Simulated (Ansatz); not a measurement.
Ansatz (a first-principles code) input (B3LYP/6-31G):

Ansatz 0.2 input:
```yaml
crystal:
  periodic: [false, false, false]
  atoms:
    - {symbol: O, position_ang: [-0.22489627, 1.19921299, -0.07691899]}
    - {symbol: C, position_ang: [-0.43632120, 0.02838055, -0.00994382]}
    - {symbol: N, position_ang: [0.41790027, -0.99734550, 0.06832224]}
    - {symbol: H, position_ang: [0.07146814, -1.93733424, 0.11876215]}
    - {symbol: H, position_ang: [1.42032731, -0.84523444, 0.07799705]}
basis:
  gaussian:
    orbitals: 6-31G
hamiltonian:
  xc: {name: B3LYP}
magnetization: {spin_polarized: true, initial_magnetization: 1}
output: {forces: true}
```

Problem. Predict the final energy.

Solution. -169.17699 Eh.
